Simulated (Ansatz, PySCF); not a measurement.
Molecule: methyl ethyl ether, C3H8O, net charge 0, singlet state. 
Structure (B3LYP-D3(BJ)/def2-TZVP (Ansatz, a quantum-chemistry and plane-wave program) minimum search):
```
C
H 1 1.0999
H 1 1.0999 2 107.18
O 1 1.4156 2 109.77 3 119.17
C 4 1.4088 1 112.87 2 -58.78
H 5 1.0890 4 107.48 1 180.00
H 5 1.0982 6 109.00 4 120.97
H 5 1.0982 6 109.00 7 118.06
C 1 1.5130 2 110.66 3 -120.74
H 9 1.0908 1 110.53 2 179.36
H 9 1.0908 10 108.33 1 -121.24
H 9 1.0915 10 108.52 11 -117.64
```

Total electronic energies in hartree. Cores are frozen in the correlated levels unless marked. Spin-orbit coupling is left out. No relativistic terms. CBS(X,Y): correlation extrapolated as X^-3; Hartree-Fock from the larger set. The bracket is a focal-point correction in the basis named.

| level | program | energy (Eh) |
|---|---|---|
| RI-HF/aug-cc-pVTZ | Ansatz | -193.18191 |
| BLYP-D4/def2-TZVPD | Ansatz + dftd4 | ___ |
| revPBE-D4/def2-TZVPD | Ansatz + dftd4 | -194.37785 |
| r2SCAN0/def2-TZVPD | Ansatz | -194.28110 |
| M06-2X/def2-TZVPD | PySCF | -194.32416 |
| wB97X-V/def2-TZVPD | Ansatz | ___ |
| RPA@PBE/cc-pVTZ | Ansatz | ___ |
| MP2/cc-pVDZ | Ansatz | -193.73951 |
| MP2/cc-pVTZ | Ansatz | -193.95132 |
| SCS-MP2/STO-3G | Ansatz | -190.92576 |
| SCS-MP2/aug-cc-pVDZ | Ansatz | -193.78097 |
| SCS-MP2/cc-pVTZ | Ansatz | -193.95482 |
| CCSD/6-31G | Ansatz | -193.45679 |
| CCSD(T)/aug-cc-pVDZ | Ansatz | -193.85496 |
| RI-MP2/CBS(cc-pVTZ,cc-pVQZ)+[CCSD(T)-MP2]/cc-pVTZ | Ansatz | -194.1248 |

Q: Fill in the missing entries.

A: 
- BLYP-D4/def2-TZVPD, energy (Eh): -194.34602
- wB97X-V/def2-TZVPD, energy (Eh): -194.35861
- RPA@PBE/cc-pVTZ, energy (Eh): -194.41691
